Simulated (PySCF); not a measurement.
P: ionisation energy

P [Ne] 3s2 3p3 (4S) → P⁺ [Ne] 3s2 3p2 (3P), as a difference of total energies. Computed with PySCF 2.14 in pcseg-2 (5s4p2d1f, 34 functions), with no relativity, point nucleus. Correlated levels: valence: [Ne] frozen. The calculations carry no spin-orbit coupling.

Q: Order these methods by the ionisation energy they give, lowest first.
A. MN15
B. CCSD (valence)
C. UHF
D. SCS-MP2 (valence)

A: C (9.927 eV), D (10.219 eV), B (10.292 eV), A (10.480 eV).

Errors of the correlated levels include the incompleteness of this basis and the frozen core.

For comparison: 10.526 eV (measured; NIST levels, between the centres of gravity of the two terms).
